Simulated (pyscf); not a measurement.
Optimised with ωB97X-D3(BJ)/def2-SVP in PySCF.

Problem. Estimate by transition-state theory (the high-pressure limit) the rate constant of HO–SiH₃ (SMILES O[SiH3]) -> HO–SiH: (SMILES O[SiH]) [singlet] + H₂ (SMILES [H][H]) (singlet surface; H–Si, H–Si broken, H–H formed) at 1200 K, with ωB97M-D3(BJ)/def2-TZVP energies (ideal gas, 1 atm, RRHO with modes under 100 cm⁻¹ raised to 100, one conformer, R ln 2 for chiral ones without a mode under 150 cm⁻¹; no tunnelling).

Solution. The electronic barrier is 66.9 kcal/mol and the thermal terms add -3.1, so ΔG‡ = 63.8 kcal/mol. With k_BT/h = 2.50e+13 s⁻¹ and RT = 2.385 kcal/mol, k = 5.9e+01 s⁻¹; so small a molecule is far into fall-off at 1 atm, where the true rate is lower. Wigner's tunnelling factor for 1326i cm⁻¹ would be 1.11. A shift of 1 kcal/mol in the barrier changes k by a factor 1.5. One saddle was located; it need not be the lowest between these sides.
